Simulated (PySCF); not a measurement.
**Cost of excited-state runs on `C`, CH$_{4}$**

Atoms are numbered as in `[CH4:1]`. Hydrogens are named by the atom that carries them.

PySCF with density fitting, on 1 thread of an Arm Neoverse N1, shared host. Command: `OMP_NUM_THREADS=1 python excited_run.py task.json out`

(1) How long does each of these runs take, and how much memory?
- magnetisability and related constants, B97-D/aug-pcSseg-2; usual settings
- magnetisability and related constants, BLYP/aug-pcSseg-2; usual settings
- magnetisability and related constants, BP86/aug-pcSseg-2; usual settings
- magnetisability and related constants, HCTH407/aug-pcSseg-2; usual settings
- magnetisability and related constants, KT1/aug-pcSseg-2; usual settings
- magnetisability and related constants, KT2/aug-pcSseg-2; usual settings

Results:

(1) 
```
                                  run                 level  basis functions  wall time  peak memory (GiB)
magnetisability and related constants    B97-D/aug-pcSseg-2              144      5.8 s               0.45
magnetisability and related constants     BLYP/aug-pcSseg-2              144      5.7 s               0.41
magnetisability and related constants     BP86/aug-pcSseg-2              144      5.8 s               0.45
magnetisability and related constants  HCTH407/aug-pcSseg-2              144      5.8 s               0.45
magnetisability and related constants      KT1/aug-pcSseg-2              144      5.6 s               0.41
magnetisability and related constants      KT2/aug-pcSseg-2              144      5.6 s               0.41
```
Times from a shared host are rough.
